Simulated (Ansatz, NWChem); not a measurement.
**Heat of formation of CH4BCl (SMILES CBCl) from total energies**

CH4BCl: 7 atoms, total charge 0, spin state singlet. SMILES: `CBCl`. The coordinates come from a PBE0-D4/def2-TZVP relaxation.

```jsonl
{"atom": "C", "x (Å)": "-0.6185", "y (Å)": "0.3233", "z (Å)": "-0.1268"}
{"atom": "B", "x (Å)": "0.7776", "y (Å)": "-0.3139", "z (Å)": "0.0782"}
{"atom": "Cl", "x (Å)": "0.9754", "y (Å)": "-1.8569", "z (Å)": "0.8804"}
{"atom": "H", "x (Å)": "-1.4540", "y (Å)": "-0.2740", "z (Å)": "0.2378"}
{"atom": "H", "x (Å)": "-0.7675", "y (Å)": "0.5418", "z (Å)": "-1.1910"}
{"atom": "H", "x (Å)": "-0.6376", "y (Å)": "1.3029", "z (Å)": "0.3675"}
{"atom": "H", "x (Å)": "1.7858", "y (Å)": "0.2088", "z (Å)": "-0.2917"}
```

Total energies at SVWN5/pcseg-1 (NWChem 7.3.0); the atoms run unrestricted:

```
species    state  energy (Eh)
 CH4BCl  singlet  -523.408583
      C  triplet   -37.449399
      B  doublet   -24.342956
     Cl  doublet  -458.626780
      H  doublet    -0.477804
```

Harmonic wavenumbers at PBE0-D4/def2-TZVP, in cm⁻¹: 57, 322, 630, 688, 894, 924, 1039, 1166, 1323, 1442, 1446, 2640, 3031, 3087, 3150.

Measured heats of formation of the gaseous atoms at 298.15 K, in kJ/mol: C 716.9, B 570.3, Cl 121.3, H 218.0. Spin-orbit lowering of the atoms at 298 K (mean of the ground term's levels less their thermal mean, from spectra), in kJ/mol: C 0.02, B 0.00, Cl 3.44. Take 1 Eh = 2625.50 kJ/mol, 1 cm⁻¹ = 0.0119627 kJ/mol, RT = 2.479 kJ/mol.

Problem. What heat of formation follows?

Solution. 
1. Electronic atomisation energy: (-37.449399) + (-24.342956) + (-458.626780) + 4 × (-0.477804) − (-523.408583) = 1.078232 Eh = 2830.9 kJ/mol.
2. Zero-point energy: half the sum of the wavenumbers, 10919.5 cm⁻¹ = 130.6 kJ/mol.
3. Thermal vibrational enthalpy, Σ hcν̃/(exp(hcν̃/kT) − 1): 4.3 kJ/mol. Translation, rotation and pV of a non-linear molecule: 4 RT = 9.9 kJ/mol.
4. The 7 free atoms carry 5/2 RT each: 43.4 kJ/mol.
5. Spin-orbit coupling lowers the free atoms by 0.02 + 0.00 + 3.44 = 3.5 kJ/mol.
6. Atomisation enthalpy at 298 K: 2830.9 − 3.5 − 130.6 − 4.3 − 9.9 + 43.4 = 2726.0 kJ/mol.
7. Sum of the atoms' heats of formation: 2280.5 kJ/mol. Heat of formation: 2280.5 − 2726.0 = -445.5 kJ/mol.

No measured value is set beside it here. The LDA overbinds, which puts heats of formation too low. Anharmonicity and any spin-orbit splitting of the molecule are left out.
